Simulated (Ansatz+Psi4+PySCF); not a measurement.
A calculation with Psi4 1.11.

```
molecule {
0 2
B 0.000000 0.000000 -1.336000
N 0.000000 0.000000 0.000000
B 0.000000 0.000000 1.304000
}

set basis cc-pVTZ
set reference uhf
set scf_type pk
set mp2_type conv
set cc_type conv
set num_frozen_docc 3
energy('mp2')
```

The input is written out from the run's settings.

The run gave:

```json
{
  "Converged": "yes",
  "Reference energy": "-103.71236 hartree",
  "Correlation energy": "-0.35038 hartree",
  "Total energy": "-104.06274 hartree",
  "Spin squared of the determinant": "0.795",
  "Occupied orbitals by symmetry in an Abelian subgroup (alpha; beta)": "7 A1 1 B1 1 B2; 6 A1 1 B1 1 B2"
}
```

The reference isn't the lowest determinant (another lies 0.75 eV lower), but the same method gives a higher total on the lower determinant.
